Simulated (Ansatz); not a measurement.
A made-up structure of CH4BS (charge +1), closed shell:

| atom | x (Å) | y (Å) | z (Å) |
| --- | --- | --- | --- |
| B1 | 0.9189 | -1.2951 | 0.9575 |
| C2 | -0.2161 | -0.1821 | 0.6037 |
| S3 | -0.4140 | 0.7013 | -0.6320 |
| H4 | -1.1901 | 0.2329 | -1.6459 |
| H5 | 0.1649 | 1.9319 | -0.6480 |
| H6 | -0.9504 | -0.0707 | 1.4110 |
| H7 | 1.5499 | -1.2350 | -0.0020 |

It is relaxed with PBE-D4/def2-SVP and then PBE0-D4/def2-TZVP (Ansatz 0.2.0). Atoms count as bonded within 1.22 times the sum of their covalent radii (H–H: 0.88 Å). The end point is not checked to be a true minimum.

(1) Does its bonding change? (A judgement: the text doesn't fix the answer.)

Results:

(1) Computed: No: no bond forms or breaks.

Where it ends: The first stage lowers the energy by 4.71 eV in 13 steps. It ends as CH₄BS ([BH][CH][SH2]), total charge +1:
B1  (0.968, -1.114, 0.582)
C2  (-0.079, -0.196, 0.441)
S3  (-0.190, 0.736, -0.996)
H4  (-1.487, 0.599, -1.370)
H5  (-0.365, 2.004, -0.545)
H6  (-0.825, -0.059, 1.219)
H7  (1.840, -1.886, 0.713)
(Å)

Labels in which every atom is bracketed show which atoms are joined, not bond orders.

For scale, one of the runs: PBE0-D4/def2-TZVP relaxation, 123 basis functions, launched by `ansatz run in.yaml --threads 2 --pin off --events-out ev --progress --plain --max-ram 4352MiB`. The run took about 14 s on 2 CPU threads of an Arm Neoverse V2 (shared host).
